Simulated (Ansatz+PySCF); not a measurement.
The numbers below are computed, except where a source is named.
Several solutions for singlet C4H4

```yaml
atoms:
  - { symbol: C, position_ang: [0.6678, 0.7833, 0.0000] }
  - { symbol: C, position_ang: [-0.6678, 0.7833, 0.0000] }
  - { symbol: C, position_ang: [-0.6678, -0.7833, 0.0000] }
  - { symbol: C, position_ang: [0.6678, -0.7833, 0.0000] }
  - { symbol: H, position_ang: [1.4408, 1.5532, 0.0000] }
  - { symbol: H, position_ang: [-1.4408, 1.5532, 0.0000] }
  - { symbol: H, position_ang: [-1.4408, -1.5532, 0.0000] }
  - { symbol: H, position_ang: [1.4408, -1.5532, 0.0000] }
```

Basis set: def2-SVP (spherical functions). Charge 0, multiplicity 1.

PBE0 (unrestricted) was run from several starts with Ansatz (development build ahead of 0.2.0) and PySCF 2.14.0.

```tsv
run	program	start	converged	energy (hartree)	<S²>
A	PySCF	program defaults	yes	-154.37601	0.00
B	Ansatz	atomic start, no search	yes	-154.37601	0.00
C	Ansatz	search for the lowest state	yes	-154.37661	0.23
D	Ansatz	stability test followed	yes	-154.37661	0.23
```

Which runs reached the lowest solution of this kind, and what is wrong with the others?

C, D reached the lowest solution found. Converged but too high: A by 0.02 eV, B by 0.02 eV. Convergence only shows a stationary point, and even a stable one can lie too high; stability tests and further starts are what find lower ones. Caution: the unrestricted determinant is spin contaminated. Caution: the determinant breaks the point group.
